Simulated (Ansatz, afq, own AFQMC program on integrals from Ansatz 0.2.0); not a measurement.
Integrals from Ansatz 0.2.0, then the random walk in our own AFQMC program (afq).

```yaml
crystal:
  periodic: [false, false, false]
  atoms:
    - {symbol: Ge, position_ang: [0.000000, 0.525610, 1.073949]}
    - {symbol: Ge, position_ang: [0.000000, -0.519655, -1.093874]}
    - {symbol: H, position_ang: [0.000000, 1.636634, 2.198943]}
    - {symbol: H, position_ang: [0.000000, -2.065779, -0.762989]}
basis:
  gaussian: {orbitals: cc-pVDZ}
magnetization: {spin_polarized: true, initial_magnetization: 2}
correlation: {method: ccsd_t, electrons: outside_noble_gas, hamiltonian_folder: ham}
```

```sh
$ ansatz run in.yaml --threads 1 --pin off --events-out ev --progress --plain --max-ram 1382MiB
```

afq runs on the folder ham with

```
--method phaseless --trial hf --walkers 120 --populations 1 --least-time 40 --time-step 0.005 --steps-per-block 20 --equilibration-blocks 112 --max-blocks 600 --target-error 0.00114 --factor-cut 1e-05 --start spin_pure --seed 7940 --taylor-order 6
```

Times are imaginary, in 1/Eh. The walk had a cap of 1086 s. Filled inner d shells are frozen with the cores.

afq prints:

```
orbitals 36  electrons 6 4  factors 291 of 742
reference energy -4151.74866464 Eh
CCSD correlation -0.17950132 Eh in 13 cycles, weight of the determinant in the CISD state 0.8522
energy of the start -4151.749025 Eh
 block  time / (1/Eh)  mean weight  energy / Eh
     1     0.100  0.9996  -4151.775824
     2     0.200  1.0017  -4151.797578
     3     0.300  1.0005  -4151.812456
     4     0.400  1.0006  -4151.830095
     5     0.500  1.0011  -4151.845549
     7     0.700  1.0005  -4151.866701
     9     0.900  1.0008  -4151.882580
    18     1.800  1.0009  -4151.902401
    52     5.200  0.9989  -4151.935054
    86     8.600  1.0005  -4151.942536
   120    12.000  0.9999  -4151.959931
   154    15.400  0.9992  -4151.946383
   188    18.800  0.9981  -4151.944264
   222    22.200  1.0008  -4151.927092
   256    25.600  1.0001  -4151.935203
   290    29.000  0.9908  -4151.931469
   324    32.400  0.9995  -4151.928190
   358    35.800  0.9989  -4151.955344
   392    39.200  0.9996  -4151.940269
   426    42.600  1.0005  -4151.933100
   460    46.000  1.0016  -4151.907752
   494    49.400  0.9982  -4151.927861
   528    52.800  1.0000  -4151.923465
   562    56.200  1.0003  -4151.930228
   596    59.600  1.0003  -4151.917296
   630    63.000  0.9999  -4151.923261
   664    66.400  1.0015  -4151.912147
   698    69.800  1.0012  -4151.935488
blocks merged  error / Eh  count
     1  0.000493  600
     2  0.000645  300
     4  0.000855  150
     8  0.001118  75
    16  0.001358  37
    32  0.001509  18
    64  0.001959  9
energy -4151.935105 +/- 0.001509 Eh
(rows thinned)
```

The run failed at least one of its tests; the cautions name the faults. The second half of the sampling lies above the first by 3.2 errors of their difference, so the energy may still be moving and its error bar be too small.

Against this walk (error 41.1 meV) on the same determinant: CCSD(T) 10.4 meV higher (within the noise), CCSDT(Q) 47.8 meV lower (within the noise), a separate phaseless walk with a CISD trial and standard settings 20.9 ± 42.3 meV lower (within the noise). The error is statistical and leaves out the bias of the constraint.

Cautions: constraint bias not in the error; halves of the run differ; error above the target (41.1 against 31.0 meV); no relativity below Rb; no spin-orbit coupling; inner d shell frozen; lower spins were not checked; the determinant is a saddle point among determinants of its kind.

The walk took 3.3 min on 1 thread of Arm Neoverse V2 (shared host). The log's last line is the phaseless energy.

CCSDT and higher add their correlation energy to the determinant of the CCSD(T) run, since their own runs factorise the integrals more tightly (a shift of under 2 meV). A walk keeps the symmetry of its determinant, which the program's search chose and which needn't be the lowest solution, so a lower state of the same spin and another symmetry isn't excluded.
